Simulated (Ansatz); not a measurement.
A made-up structure of MgSiNH₅, singlet:

| atom | x (Å) | y (Å) | z (Å) |
| --- | --- | --- | --- |
| N1 | -1.2156 | 1.5193 | -1.6194 |
| Mg2 | -0.3070 | 0.3847 | -0.4157 |
| Si3 | 0.9247 | -1.1548 | 1.2283 |
| H4 | 1.8089 | -2.2607 | 1.3349 |
| H5 | -1.1711 | 2.5275 | -1.6447 |
| H6 | 1.3311 | -0.4545 | 2.4850 |
| H7 | 2.1804 | -1.7350 | 0.6623 |
| H8 | 0.0976 | -2.3213 | 1.6637 |

It is relaxed with PBE-D4/def2-SVP and then PBE0-D4/def2-TZVP (Ansatz 0.2.0). Atoms count as bonded within 1.22 times the sum of their covalent radii (H–H: 0.88 Å). The end point is not checked to be a true minimum.

Q: Does its bonding change? (Judge from chemistry; the calculation decides.)

A: The calculation gives: Yes. Formed: H4–H7; broken: Si3–H4, Si3–H7.

Where it ends: The first stage lowers the energy by 1.40 eV in 24 steps. It ends as a complex of MgSiNH₃ ([NH][Mg][SiH2]) + H₂:
```xyz
8
angstrom
N -1.2571 1.5927 -1.6512
Mg -0.4600 0.8412 -0.1643
Si 0.2274 -0.8136 1.6142
H 2.8576 -2.6177 1.0100
H -1.2547 2.5043 -2.0970
H 1.1398 -0.5937 2.7752
H 2.6377 -2.1862 0.4394
H -0.2419 -2.2218 1.7682
```

Labels in which every atom is bracketed show which atoms are joined, not bond orders.

For scale, one of the runs: PBE0-D4/def2-TZVP relaxation, 130 basis functions, launched by `ansatz run in.yaml --threads 2 --pin off --events-out ev --progress --plain --max-ram 4352MiB`. Hardware: 2 CPU threads of an Intel Xeon 6975P-C, shared host. Wall time about 46 s.
